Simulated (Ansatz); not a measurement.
Basis-set extrapolation for `O=CCOCO` (PBE0-D4/def2-TZVP geometry, frozen core, Ansatz). Multiplicity 1, RHF reference.

```tsv
	def2-TZVPP	def2-QZVPP
HF	-341.801231	-341.816960
MP2 correlation	-1.197747	-1.286901
CCSD(T) correlation	-1.274673	not run
```

Energies in hartree. Use E(X) = E(∞) + A·exp(−7.88·√X) for Hartree–Fock and E(X) = E(∞) + B·X^(−2.97) for correlation, with X = 3 and 4, and add CCSD(T) minus MP2 of the smaller set to the MP2 limit.

What is the CCSD(T) energy at the basis-set limit?

HF limit: -341.816960 + (-0.015729) × 0.13774 = -341.81913. MP2 limit: -1.286901 + (-0.089154) × 0.74074 = -1.35294. Higher-order term: -1.274673 − (-1.197747) = -0.07693. Total: -343.24900 hartree, 454.5 kJ/mol below CCSD(T)/def2-TZVPP.
